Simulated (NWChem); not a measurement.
# r2SCAN/def2-TZVP run of BHO2 (oxoborinic acid)

Aim: the vertical ionisation energy of BHO2 (oxoborinic acid) at r2SCAN/def2-TZVP, from 2 runs. 

Program for the calculation: NWChem 7.3.0.

## (1) The molecule

BHO2: 4 atoms, total charge 0, spin state singlet. SMILES: `O=BO`. The coordinates come from a PBE0-D4/def2-TZVP relaxation.

Bond lengths: O1–B2 1.210 Å, B2–O3 1.322 Å, O3–H4 0.960 Å. Angles: O1–B2–O3 177.5°, B2–O3–H4 117.0°.

## (2) The energy at r2SCAN/def2-TZVP

Contents of bho2.nw:

```
START bho2
TITLE "BHO2"
memory total 2200 mb

GEOMETRY noautosym nocenter noautoz
 O     -1.555100     0.523500     0.428500
 B     -0.423900     0.132000     0.248600
 O      0.816700    -0.302000     0.108600
 H      1.162300    -0.353500    -0.785700
END

BASIS spherical bse
 * library def2-TZVP
END

DFT
 xc r2scan
 grid medium
 convergence energy 1e-08
 maxiter 100
 mulliken
 noprint "final vectors analysis"
END

TASK dft energy
```

On the command line:

```sh
$ nwchem bho2.nw > bho2.out
```

The log of the run:

```text
[...]
          Wavefunction type:  closed shell.
          No. of atoms     :     4
          No. of electrons :    22
[...]
          Charge           :     0
          Spin multiplicity:     1
[...]
          AO basis - number of functions:    99
[...]
              XC Information
              --------------
                      r^2SCAN Method XC Functional
               r^2SCAN metaGGA Exchange Functional  1.000
                     r^2SCAN Correlation Potential  1.000
[...]
 d= 0,ls=0.0,diis     1   -175.8443818411 -2.30D+02  1.39D-02  1.09D+00     1.2
[...]
 d= 0,ls=0.0,diis     8   -175.9705014363 -8.06D-09  5.29D-06  8.18D-07     8.0
         Total DFT energy =     -175.970501436250
      One electron energy =     -347.879133672674
           Coulomb energy =      139.490418394283
    Exchange-Corr. energy =      -21.587366645009
 Nuclear repulsion energy =       54.005580487150
[...]
      Total Density - Mulliken Population Analysis
     ---------------------------------------------
    Atom       Charge   Shell Charges
 -----------   ------   -------------------------------------------------------
    1 O    8     8.27   0.79  1.18  0.62  0.85  0.37  1.87  1.77  0.81  0.00  0.01  0.00
    2 B    5     4.68   0.92  1.05  0.54  0.10  0.01  1.04  0.65  0.10  0.11  0.11  0.05
    3 O    8     8.41   0.79  1.18  0.59  0.88  0.32  1.92  1.92  0.79  0.00  0.01  0.00
    4 H    1     0.64   0.25  0.32  0.02  0.05
[...]
```

Wall time 8.7 s (1 thread of Intel Xeon Platinum 8488C (Sapphire Rapids), shared host); peak memory 0.11 GiB.

## (3) The doublet cation, same level

Contents of m1.nw:

```
start m1
memory 2200 mb
charge 1

geometry units au noautosym nocenter noautoz
  O  -2.93871310  0.98927163  0.80974764
  B  -0.80105490  0.24944385  0.46978591
  O   1.54333933 -0.57069729  0.20522426
  H   2.19642867 -0.66801819 -1.48475782
end

basis spherical bse
  O library def2-TZVP
  B library def2-TZVP
  H library def2-TZVP
end

dft
  xc r2scan
  mult 2
  grid medium
  convergence energy 1e-08
  maxiter 100
  mulliken
  noprint "final vectors analysis"
end

task dft energy
```

On the command line:

```sh
$ nwchem m1.nw > m1.out
```

The log of the run:

```text
[...]
          Wavefunction type:  spin polarized.
          No. of atoms     :     4
          No. of electrons :    21
[...]
          Charge           :     1
          Spin multiplicity:     2
[...]
          AO basis - number of functions:    99
[...]
              XC Information
              --------------
                      r^2SCAN Method XC Functional
               r^2SCAN metaGGA Exchange Functional  1.000
                     r^2SCAN Correlation Potential  1.000
[...]
 d= 0,ls=0.0,diis     1   -175.3412232581 -2.29D+02  7.55D-03  4.94D-01     1.6
[...]
 d= 0,ls=0.0,diis    13   -175.5255096540 -4.53D-09  2.04D-07  6.67D-10    17.1
[...]
         Total DFT energy =     -175.525509653966
      One electron energy =     -340.226163287363
           Coulomb energy =      131.932970805301
    Exchange-Corr. energy =      -21.237893684270
 Nuclear repulsion energy =       54.005576512366
[...]
      Total Density - Mulliken Population Analysis
     ---------------------------------------------
    Atom       Charge   Shell Charges
 -----------   ------   -------------------------------------------------------
    1 O    8     7.83   0.79  1.17  0.64  0.91  0.35  1.82  1.67  0.45  0.00  0.02  0.00
    2 B    5     4.49   0.92  1.05  0.56  0.14  0.00  1.00  0.57  0.01  0.10  0.10  0.05
    3 O    8     8.11   0.79  1.18  0.60  0.91  0.28  1.89  1.88  0.55  0.00  0.02  0.00
    4 H    1     0.57   0.23  0.28  0.01  0.05
[...]
      <S2> =      0.7630 (Exact =     0.7500)
[...]
```

Run time: 18 s. Hardware: 1 thread of Intel Xeon Platinum 8488C (Sapphire Rapids), shared host; peak memory 0.11 GiB.

## (4) Summary of results

At r2SCAN/def2-TZVP:

| quantity | value |
| --- | --- |
| singlet BHO2: total energy | -175.97050 Eh |
| singlet BHO2: dipole moment | 3.86 D |
| doublet cation: total energy | -175.52551 Eh |
| doublet cation: ⟨S²⟩ | 0.763 |
| vertical ionisation energy (to the doublet cation) | 12.109 eV |

What this shows: The vertical ionisation energy comes to 12.11 eV (279 kcal/mol).
